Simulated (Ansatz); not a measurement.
C3H6O2 can be A, `C=COCO`, or B, `COC1CO1`.

Calculated with Ansatz (gas phase, PBE0-D4/def2-TZVP geometries, no zero-point term in ΔE). CCSD(T)/CBS adds triple-zeta CCSD(T) − MP2 to the extrapolated MP2 energy (def2 sets, frozen cores). Functionals use def2-TZVPP. B3LYP here is the variant with VWN-RPA as its local correlation; programs differ in this. Each species was taken in one conformer, which may not be the lowest.

A:

```xyz
11

C    -1.385    0.473   -0.948
C    -0.190    1.014   -0.731
O     0.836    0.504   -0.026
C     0.614   -0.745    0.600
O     1.756   -1.115    1.270
H    -2.100    1.022   -1.544
H    -1.688   -0.493   -0.567
H     0.079    1.984   -1.136
H    -0.258   -0.649    1.263
H     0.419   -1.510   -0.158
H     1.918   -0.484    1.977
```

B:

Z-matrix (Å, degrees):
```
C
O 1 1.413
H 1 1.094 2 111.0
H 1 1.089 2 107.1 3 119.4
H 1 1.097 2 111.1 3 -121.6
C 2 1.364 1 112.7 3 64.0
O 6 1.409 2 117.4 1 -80.2
C 6 1.448 2 118.4 1 -149.1
H 6 1.092 2 114.5 1 57.3
H 8 1.087 6 120.5 2 -149.9
H 8 1.086 6 117.8 2 3.3
```

Problem. Which is lower in electronic energy at CCSD(T)/CBS, and by how much? (An estimate is asked.)

Solution. The calculation gave: A, by 15.2 kcal/mol.

Problem. Give E(B) − E(A) in kcal/mol with CCSD(T)/def2-TZVPP, HF/def2-TZVPP, PBE0-D4, CCSD/def2-TZVPP, ωB97M-V, B3LYP-D4, r2SCAN-D4. (Estimate.)

Solution. Computed: CCSD(T)/def2-TZVPP 14.5, HF/def2-TZVPP 16.5, PBE0-D4 12.3, CCSD/def2-TZVPP 14.4, ωB97M-V 13.8, B3LYP-D4 15.7, r2SCAN-D4 13.3. None reverses the order clearly.

Largest T1 diagnostic: 0.012.

In def2-TZVPP, CCSD(T) changes the Hartree–Fock value by −1.9 kcal/mol (the triples alone add +0.1 kcal/mol) and MP2 by −3.1 kcal/mol.
